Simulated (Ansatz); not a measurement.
Geometry optimisation, RKS PBE-D4/def2-SVP (Ansatz).

Input file:

```yaml
crystal:
  periodic: [false, false, false]
  atoms:
    - { symbol: C, position_ang: [-0.34145, 0.27669, -0.22013] }
    - { symbol: C, position_ang: [0.05038, -1.07867, 0.38724] }
    - { symbol: S, position_ang: [1.62405, -1.06881, 0.97768] }
    - { symbol: H, position_ang: [-1.38862, 0.25787, -0.55518] }
    - { symbol: H, position_ang: [0.28482, 0.51555, -1.08687] }
    - { symbol: H, position_ang: [-0.22919, 1.09735, 0.49726] }
total_charge: -1
basis:
  gaussian: { orbitals: def2-SVP }
hamiltonian:
  xc: pbe
  dispersion: d4
relax:
  f_tol: 0.02
  max_steps: 40
scf:
  lower_state_search: "off"
output:
  orbitals: {}
```

Launched with:

```bash
$ ansatz run input.yaml --threads 1 --pin off --max-ram 2048MiB --backend cpu --events-out ev --progress --plain --runs-dir out
```

**Question.** Where does it end, and by what steps?

**Answer.** The run converged. Limits of this set-up: an anion without diffuse functions, the dipole of an ion depends on the origin. After 10 steps the energy has fallen by 0.122 eV; S3 moved furthest, 0.49 Å.

```
step  energy less start (eV)  largest force component (eV/Å)  accepted
   0                  0.0000                           0.831       yes
   1                 -0.0337                           0.317       yes
   2                 -0.0427                           0.113       yes
   3                 -0.0505                           0.467       yes
   4                 -0.0671                           0.713       yes
   5                 -0.1001                           0.698       yes
   6                 -0.1184                           0.149       yes
   7                 -0.1046                           0.415        no
   8                 -0.1219                           0.022       yes
   9                 -0.1222                           0.020       yes
  10                 -0.1223                           0.002       yes
```

```xyz
6
Properties=species:S:1:pos:R:3
C -0.275 0.280 -0.260
C 0.325 -1.097 0.024
S 1.339 -1.085 1.379
H -1.391 0.195 -0.287
H -0.004 0.586 -1.302
H 0.005 1.122 0.445
```

The run took 8 s on 1 thread of Arm Neoverse V2 (shared host), peak memory 0.1 GiB.
